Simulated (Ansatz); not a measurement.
System: cubic perovskite CsSnBr3. Method: RPBE in Ansatz (plane waves, PAW).

Run with plane-wave cutoff 520 eV, 6×6×6 k mesh, Fermi–Dirac smearing 0.01 eV, scalar-relativistic PAW data made under PBE.

Pressure at four volumes; x = ln(V/43.788 Å³). One pressure is withheld.

```csv
V (Å³/atom),x,P (GPa)
41.161,-0.0619,?
42.036,-0.0408,0.725
43.788,0.0000,0.000
46.415,0.0583,-0.828
```

Question: Pass a parabola P(x) through the three rows shown, estimate the bulk modulus and its pressure derivative near zero pressure, and predict the withheld pressure.

Answer: Slopes between the rows: (0.000 − (0.725))/(0.0000 − (-0.0408)) = -17.77 and (-0.828 − (0.000))/(0.0583 − (0.0000)) = -14.20 GPa. Their difference over the span 0.0991 is c = 3.57/0.0991 = 36.0 GPa, so P(x) = 0.725 + (-17.77)(x − (-0.0408)) + 36.0 (x − (-0.0408))(x − (0.0000)). At the middle row B = −dP/dx = −[-17.77 + 36.0 × 0.0408] = 16.3 GPa, and B′ = dB/dP = 2c/B = 4.4. At x = -0.0619 the parabola gives 1.147 GPa; the run gives 1.152 GPa. The Birch–Murnaghan fit to the energies at all volumes has B0 = 16.2 GPa and B′ = 4.5.

Note: the relaxation could not lower the start's symmetry, so the cell can be a saddle point above a distorted one.

Spin–orbit coupling is not included.

Ansatz is an electronic-structure program.
